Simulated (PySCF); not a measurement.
PySCF input (M06-2X/6-311+G**):

```python
from pyscf import gto, dft

mol = gto.M(
    atom='''
    Al   -0.00224844    0.48080362    0.00489246
    F     1.43233011   -0.34050959   -0.00814095
    F    -1.42908236   -0.35398453    0.00107407
    ''',
    basis='6-311+g**',
    charge=0,
    spin=1,
    verbose=4,
)

mf = dft.UKS(mol, xc='m062x')
mf.grids.level = 4
mf.conv_tol = 1e-9
mf.max_cycle = 100
mf.max_memory = 1500
mf.kernel()
if not mf.converged:
    mf = mf.newton()
    mf.kernel(mf.make_rdm1())
mo, _, stable, _ = mf.stability(return_status=True)
if not stable:
    mf.kernel(mf.make_rdm1(mo, mf.mo_occ))
    stable = mf.stability(return_status=True)[2]
mf.dip_moment()
```

Predict the final energy.

-442.20355 Eh.
